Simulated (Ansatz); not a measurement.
# A workflow on C3H5Cl (allyl chloride)

We compute a series of 18 runs (HF/STO-3G, UHF/STO-3G, HF/3-21G, UHF/3-21G, HF/6-31G*, UHF/6-31G*, B3LYP/6-31G*, PBE/def2-SVP, and more) of C3H5Cl. 

Program for the calculation: Ansatz 0.2.0.

### 1 Starting point

The species is C3H5Cl (9 atoms), meant as a singlet with charge 0. SMILES: `C=CCCl`. The shape is that of a PBE0-D4/def2-TZVP optimisation. This is one conformer, not always the lowest. The run starts from this shape.

Bond lengths: C1–C2 1.325 Å, C2–C3 1.483 Å, C3–Cl4 1.795 Å, C1–H5 1.083 Å, C1–H6 1.085 Å, C2–H7 1.087 Å, C3–H8 1.089 Å, C3–H9 1.090 Å. Some angles: C1–C2–C3 123.4°, C2–C3–Cl4 111.0°, C1–C2–H7 120.5°, C3–C2–H7 116.1°, C2–C1–H5 121.5°, C2–C1–H6 121.4°, C2–C3–H8 111.7°, C2–C3–H9 111.8°, Cl4–C3–H8 107.1°, Cl4–C3–H9 105.6°.

### 2 A geometry optimisation at HF/STO-3G (paw set gaussian, start density atoms) (run 1)

run.yaml

```yaml
crystal:
  periodic: [false, false, false]
  atoms:
    - {symbol: C, position_ang: [-0.295350, 1.315190, -0.447700]}
    - {symbol: C, position_ang: [0.370210, 0.171280, -0.388240]}
    - {symbol: C, position_ang: [0.080190, -0.891510, 0.604460]}
    - {symbol: Cl, position_ang: [-0.392790, -2.419870, -0.209260]}
    - {symbol: H, position_ang: [-0.044240, 2.079040, -1.173800]}
    - {symbol: H, position_ang: [-1.115830, 1.528620, 0.230150]}
    - {symbol: H, position_ang: [1.180420, -0.031190, -1.083310]}
    - {symbol: H, position_ang: [-0.740340, -0.613990, 1.264520]}
    - {symbol: H, position_ang: [0.957740, -1.137570, 1.203200]}
basis:
  gaussian: {orbitals: STO-3G}
hamiltonian: {xc: hf}
relax: {f_tol: 0.002}
output: {orbitals: {seedname: orbitals}}
```

Launch:

```bash
ansatz run run.yaml --threads 1 --pin off --max-ram 3480MiB --events-out events.jsonl --progress --plain --runs-dir runs
```

Output:

```text
Warning: RAYON_NUM_THREADS=1 ignored (pool sized by the plan → 1); use --threads N
The last accepted step is kept in runs//last_step.txt (removed where the run ends without a failure and the disk answers)
[... 81 lines left out ...]
Total energy: -15501.23241710 eV, -569.6597842157 hartree
[... 9 lines left out ...]
Dipole moment:     0.151430     0.468021     0.206173 e Å
```

Run time: 6 s. Hardware: 1 thread of Arm Neoverse V1, shared host; peak memory 0.088 GiB.

The path in brief:

```
step  energy from the first frame kept (eV)  largest force (eV/Å)
   1                                 0.0000                2.4651
   2                                -0.0486                0.3758
   3                                -0.0467                0.3430
   4                                -0.0532                0.0797
   5                                -0.0535                0.0610
   6                                -0.0538                0.0357
   7                                -0.0539                0.0178
   8                                -0.0540                0.0109
   9                                -0.0540                0.0044
  10                                -0.0540                0.0101
  11                                -0.0540                0.0012
```

After the run. Bond lengths: C1–C2 1.310 Å, C2–C3 1.518 Å, C3–Cl4 1.824 Å, C1–H5 1.082 Å, C1–H6 1.082 Å, C2–H7 1.084 Å, C3–H8 1.090 Å, C3–H9 1.092 Å. Some angles: C1–C2–C3 123.5°, C2–C3–Cl4 111.1°, C1–C2–H7 121.2°, C3–C2–H7 115.3°, C2–C1–H5 121.7°, C2–C1–H6 122.2°, C2–C3–H8 111.5°, C2–C3–H9 111.6°, Cl4–C3–H8 107.0°, Cl4–C3–H9 106.1°.

### 3 The harmonic vibrations at HF/STO-3G (paw set gaussian, start density atoms) (run 2)

input.yaml

```yaml
crystal:
  periodic: [false, false, false]
  atoms:
    - {symbol: C, position_ang: [-0.303198, 1.309706, -0.463855]}
    - {symbol: C, position_ang: [0.385651, 0.198833, -0.384386]}
    - {symbol: C, position_ang: [0.089105, -0.901611, 0.618907]}
    - {symbol: Cl, position_ang: [-0.463684, -2.423159, -0.221058]}
    - {symbol: H, position_ang: [-0.060261, 2.079597, -1.184153]}
    - {symbol: H, position_ang: [-1.143457, 1.515873, 0.186559]}
    - {symbol: H, position_ang: [1.221525, 0.008349, -1.047364]}
    - {symbol: H, position_ang: [-0.704840, -0.611991, 1.307038]}
    - {symbol: H, position_ang: [0.979169, -1.175597, 1.188331]}
basis:
  gaussian:
    orbitals: STO-3G
hamiltonian:
  xc: hf
phonons:
  temperatures: {t_min: 298.15, t_max: 298.15, t_step: 1}
```

Launch:

```bash
ansatz run input.yaml --threads 1 --pin off --max-ram 3480MiB --events-out events.jsonl --progress --plain --runs-dir runs
```

Output:

```text
Warning: RAYON_NUM_THREADS=1 ignored (pool sized by the plan → 1); use --threads N
[... 295 lines left out ...]
Total energy: -15501.23242365 eV, -569.6597844566 hartree
[... 9 lines left out ...]
Dipole moment:     0.151429     0.468021     0.206173 e Å
Vibrations: 98.85 313.66 452.08 720.86 945.88 1039.39 1097.64 1169.43 1232.07 1286.79 1420.22 1509.10 1548.04 1706.87 1769.02 2054.12 3609.02 3653.86 3724.77 3739.38 3811.72 cm⁻¹, zero-point energy 2.287679 eV
```

Wall time 21 s (1 thread of Arm Neoverse V1, shared host); peak memory 0.082 GiB.

Runs 3 to 17 aren't shown in full; the table further down has their settings and results.

### 4 The harmonic vibrations at MP2/6-31G(d) (Cartesian functions, paw set gaussian, start density atoms) (run 18)

job.yaml

```yaml
basis:
  gaussian: {orbitals: "6-31G*"}
crystal:
  periodic: [false, false, false]
  atoms:
    - symbol: C
      position_ang: [-0.298850, 1.321030, -0.448385]
    - symbol: C
      position_ang: [0.377184, 0.167655, -0.393478]
    - symbol: C
      position_ang: [0.082108, -0.900601, 0.604425]
    - symbol: Cl
      position_ang: [-0.401858, -2.430986, -0.205252]
    - symbol: H
      position_ang: [-0.049388, 2.090295, -1.171147]
    - symbol: H
      position_ang: [-1.122678, 1.531175, 0.227862]
    - symbol: H
      position_ang: [1.191420, -0.029239, -1.087483]
    - symbol: H
      position_ang: [-0.736614, -0.608249, 1.264152]
    - symbol: H
      position_ang: [0.958686, -1.141079, 1.209326]
correlation: {method: mp2}
phonons: {temperatures: {t_min: 298.15, t_max: 298.15, t_step: 1}}
```

Launch:

```bash
ansatz run job.yaml --threads 1 --pin off --max-ram 3480MiB --events-out events.jsonl --progress --plain --runs-dir runs
```

Output:

```text
Warning: RAYON_NUM_THREADS=1 ignored (pool sized by the plan → 1); use --threads N
[... 41 lines left out ...]
8 core orbitals not correlated: weight in the atoms' cores, before any rotation towards them, 1.000 or more for the frozen orbitals, at most 0.000 for the correlated occupied ones
[... 93 lines left out ...]
8 core orbitals not correlated: weight in the atoms' cores, before any rotation towards them, 1.000 or more for the frozen orbitals, at most 0.000 for the correlated occupied ones
[... 93 lines left out ...]
8 core orbitals not correlated: weight in the atoms' cores, before any rotation towards them, 1.000 or more for the frozen orbitals, at most 0.000 for the correlated occupied ones
[... 94 lines left out ...]
8 core orbitals not correlated: weight in the atoms' cores, before any rotation towards them, 1.000 or more for the frozen orbitals, at most 0.000 for the correlated occupied ones
[... 92 lines left out ...]
Dipole moment:     0.118932     0.402795     0.164819 e Å
[... 1 line left out ...]
Checks for a lower state left out: cluster_reference
```

It took 1.8 min on 1 thread of Arm Neoverse V1, shared host; peak memory 0.15 GiB.

### 5 The series

```
run                                                                      level         task  walk f tol  partner  energy (Eh)  dipole moment (D)  wall time
  1                          HF/STO-3G (paw set gaussian, start density atoms)     optimise       0.002     base  -569.659784               2.56        6 s
  2                          HF/STO-3G (paw set gaussian, start density atoms)  frequencies           –     base  -569.659784               2.56       21 s
  3                         UHF/STO-3G (paw set gaussian, start density atoms)       energy           –   cation  -569.361672                  –      0.3 s
  4                         UHF/STO-3G (paw set gaussian, start density atoms)     optimise           –   cation  -569.384146                  –      6.6 s
  5                           HF/3-21G (paw set gaussian, start density atoms)     optimise       0.002     base  -573.142044               3.21      8.1 s
  6                           HF/3-21G (paw set gaussian, start density atoms)  frequencies           –     base  -573.142043               3.21       24 s
  7                          UHF/3-21G (paw set gaussian, start density atoms)       energy           –   cation  -572.800436                  –     0.93 s
  8                          UHF/3-21G (paw set gaussian, start density atoms)     optimise           –   cation  -572.813361                  –       11 s
  9     HF/6-31G* (Cartesian functions, paw set gaussian, start density atoms)     optimise       0.002     base  -575.971802               2.42       10 s
 10     HF/6-31G* (Cartesian functions, paw set gaussian, start density atoms)  frequencies           –     base  -575.971802               2.42       57 s
 11    UHF/6-31G* (Cartesian functions, paw set gaussian, start density atoms)       energy           –   cation  -575.642963                  –      2.5 s
 12    UHF/6-31G* (Cartesian functions, paw set gaussian, start density atoms)     optimise           –   cation  -575.654575                  –       24 s
 13  B3LYP/6-31G* (Cartesian functions, paw set gaussian, start density atoms)     optimise       0.002     base  -577.501365               2.29       33 s
 14  B3LYP/6-31G* (Cartesian functions, paw set gaussian, start density atoms)  frequencies           –     base  -577.501365               2.29    1.8 min
 15                       PBE/def2-SVP (paw set gaussian, start density atoms)     optimise       0.002     base  -576.915530               1.79       20 s
 16                       PBE/def2-SVP (paw set gaussian, start density atoms)  frequencies           –     base  -576.915530               1.79       73 s
 17    MP2/6-31G* (Cartesian functions, paw set gaussian, start density atoms)     optimise       0.002     base  -576.483006               2.17       15 s
 18    MP2/6-31G* (Cartesian functions, paw set gaussian, start density atoms)  frequencies           –     base  -576.483006               2.17    1.8 min
```

### 6 Outcome

```
                                                                          quantity          value
                                                  run 18, MP2/6-31G*: total energy  -576.48301 Eh
                            run 18, MP2/6-31G*: dipole moment (correlated density)         2.17 D
                   run 18, MP2/6-31G*: correlation energy (8 core orbitals frozen)     -512.3 mEh
                                      run 18, MP2/6-31G*: largest force on an atom     0.002 eV/Å
                                    run 18, MP2/6-31G*: lowest harmonic wavenumber       106 cm⁻¹
                                   run 18, MP2/6-31G*: highest harmonic wavenumber      3311 cm⁻¹
                                             run 18, MP2/6-31G*: zero-point energy   192.4 kJ/mol
                     vertical ionisation energy (to the doublet cation), HF/STO-3G       8.112 eV
                      vertical ionisation energy (to the doublet cation), HF/3-21G       9.296 eV
                     vertical ionisation energy (to the doublet cation), HF/6-31G*       8.948 eV
adiabatic ionisation energy (to the doublet cation, no zero-point term), HF/STO-3G       7.501 eV
 adiabatic ionisation energy (to the doublet cation, no zero-point term), HF/3-21G       8.944 eV
adiabatic ionisation energy (to the doublet cation, no zero-point term), HF/6-31G*       8.632 eV
```

What this shows: At HF/STO-3G: the vertical ionisation energy comes to 8.11 eV (187 kcal/mol). In a minimal basis such a difference can be off by several eV, whatever the method. At HF/3-21G: removing an electron at fixed nuclei costs 9.30 eV (897 kJ/mol). At HF/6-31G*: the vertical ionisation energy comes to 8.95 eV (863 kJ/mol). At HF/STO-3G: the adiabatic ionisation energy (to the doublet cation, no zero-point term) is 7.50 eV (173 kcal/mol). At HF/3-21G: the adiabatic ionisation energy (to the doublet cation, no zero-point term) is 8.94 eV (863 kJ/mol). Totals of different functionals can't be ranked against each other. In runs 17, 18 the log says that unrestricted orbitals would lower the reference, so the values rest on an unstable closed-shell determinant (other closed-shell runs at this shape may share the fault). In runs 1, 2, 3, 4 the basis is minimal, so the values are rough. All runs together took 8.8 min, the longest 1.8 min.
